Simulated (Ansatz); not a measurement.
# C2HFO: one species, many methods

Aim: compute C2HFO with functionals from several rungs and with coupled cluster. The yardstick is the atomisation energy at the CCSD(T) limit.

Method: functionals in def2-TZVPP, the program's frozen cores in correlated methods; program: Ansatz 0.2.0, Gaussian basis.

Levels to be run: LDA (SPW92), PBE-D4, revPBE-D4, BLYP-D4, r2SCAN-D4, B97M-V, PBE0-D4, B3LYP-D4, r2SCANh-D4, r2SCAN0-D4, HSE06-D4, BHLYP-D4, CAM-B3LYP-D4, LC-ωPBE, ωB97X-V, ωB97M-V, B2PLYP, PBE-QIDH; CCSD(T)/def2-SVP; CCSD(T)/def2-TZVPP; MP2/def2-QZVPP; extrapolation to the limit; RPA on PBE.

## (1) The relaxed structure

The geometry comes from an earlier relaxation with PBE0-D4 in a triple-zeta def2 set; it is a stationary point.

5 atoms, charge 0, spin multiplicity 1.

Atoms are counted from 1 here; the program's logs count them from 0.

Bond lengths: O1–C2 1.159 Å, C2–C3 1.316 Å, C3–F4 1.346 Å, C3–H5 1.079 Å. Angles: O1–C2–C3 178.0°, C2–C3–F4 120.6°, C2–C3–H5 121.6°, F4–C3–H5 117.8°.

## (2) LDA

This LDA is Slater exchange with PW92 correlation.

in.yaml

```yaml
crystal:
  periodic: [false, false, false]
  atoms:
    - {symbol: O, position_ang: [0.655559, -1.319672, 1.315604]}
    - {symbol: C, position_ang: [0.280083, -0.546635, 0.538284]}
    - {symbol: C, position_ang: [-0.115043, 0.360843, -0.328898]}
    - {symbol: F, position_ang: [-1.117790, 0.097454, -1.187304]}
    - {symbol: H, position_ang: [0.346992, 1.334409, -0.379084]}
basis:
  gaussian: {orbitals: def2-TZVPP}
hamiltonian: {xc: lda}
output: {orbitals: {seedname: orbitals}}
```

Launch:

```sh
$ ansatz run in.yaml --threads 2 --pin off --events-out ev --progress --plain --max-ram 4352MiB
```

Further steps of the session: PBE-D4 (GGA); revPBE-D4 (GGA); BLYP-D4 (GGA); r2SCAN-D4 (meta-GGA); B97M-V (meta-GGA); PBE0-D4 (hybrid); B3LYP-D4 (hybrid); r2SCANh-D4 (hybrid); r2SCAN0-D4 (hybrid); HSE06-D4 (hybrid); BHLYP-D4 (hybrid); CAM-B3LYP-D4 (range-separated); LC-ωPBE (range-separated); ωB97X-V (range-separated); ωB97M-V (range-separated); B2PLYP (double hybrid); PBE-QIDH (double hybrid); CCSD(T) in def2-SVP; CCSD(T) in def2-TZVPP; MP2 in def2-QZVPP; RPA on PBE orbitals.

Q: Predict the results of all the runs planned. Wanted: atomisation energy, CCSD(T)/CBS; farthest beyond LDA; mean size of error, GGA; mean size of error, meta-GGA; mean size of error, hybrid; mean size of error, range-separated; mean size of error, double hybrid; gap, smallest and largest; T1 diagnostic.

As calculated:

| quantity | value |
| --- | --- |
| atomisation energy, CCSD(T)/CBS | 520.6 kcal/mol |
| functionals within 2.6 kcal/mol (0.5 %) | r2SCANh-D4, B2PLYP, PBE-QIDH |
| farthest beyond LDA | PBE-D4 (+36.5 kcal/mol) |
| mean size of error, GGA | 22.4 kcal/mol |
| mean size of error, meta-GGA | 6.7 kcal/mol |
| mean size of error, hybrid | 11.4 kcal/mol |
| mean size of error, range-separated | 5.2 kcal/mol |
| mean size of error, double hybrid | 1.1 kcal/mol |
| gap, smallest and largest | 2.28 eV (LDA (SPW92)), 10.11 eV (LC-ωPBE) |
| T1 diagnostic | 0.0157 |
| triples share of the correlation energy | 4.1 % |

In words: LDA overbinds by 116.0 kcal/mol (22 %). PBE-D4 is off by +36.5 kcal/mol. Double hybrids carry the basis error of their MP2 part in triple zeta, and no dispersion term here, so their miss is partly the set-up's. Taken by rung, double hybrid functionals do best (1.1 kcal/mol on average) and GGA ones worst beyond LDA (22.4 kcal/mol). The reference freezes the cores and leaves out relativity and excitations past (T), so misses under about 2.6 kcal/mol can't be ranked. Hartree-Fock recovers 65 % of the binding; the rest is correlation. CCSD(T) in def2-SVP is off by -25.4 kcal/mol, more than most functionals: a good method in a small basis is no reference. Orbital gaps span 2.3 to 10.1 eV; exact exchange widens them.
